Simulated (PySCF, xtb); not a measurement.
# C2H2Al: 4 structures ranked

4 gas-phase structures of C2H2Al, found in a search over its isomers (lower ones may exist). Each was relaxed with GFN2-xTB:

A. `C#[C][AlH]`, a doublet
B. `C=[C][Al]`, a doublet
C. `[CH]1=[CH][Al]1`, a doublet
D. `[C]#[C][AlH2]`, a doublet

**Question.** Make a reasoned guess at their ranking by r2SCAN-D4/def2-SVP single-point energy.

**Answer.** Calculated order at r2SCAN-D4/def2-SVP: A (0.0), B (1.5), C (6.8), D (47.7) kcal/mol.

Energies above the lowest of each column, in kcal/mol; the last columns are at B3LYP-D4/def2-SVP geometries and were run for some of them only (a dash: not run or not comparable):

| structure | GFN2-xTB | HF/STO-3G | r2SCAN-D4/def2-SVP | B3LYP-D4/def2-SVP | CCSD(T)/def2-SVP |
| --- | --- | --- | --- | --- | --- |
| A | 0.0 | 6.0 | 0.0 | 1.7 | 0.0 |
| B | 21.2 | 0.0 | 1.5 | 0.0 | 1.1 |
| C | 25.3 | 31.2 | 6.8 | 6.0 | 5.1 |
| D | 19.2 | 12.9 | 47.7 | – | – |

CCSD(T)/def2-SVP puts A lowest of those it was run on; HF/STO-3G picks B, B3LYP-D4/def2-SVP picks B. Frequencies (GFN2-xTB) were run for A, B, C alone. Open shells are spin-unrestricted, some with notable spin contamination.

Over these structures GFN2-xTB departs from r2SCAN-D4/def2-SVP by 16.7 kcal/mol on average once a common shift is removed. A GFN2-xTB relaxation took about 0.23 s and the r2SCAN-D4/def2-SVP energy about 64 s on a shared host (PySCF 2.14.0, xtb 6.7.1).
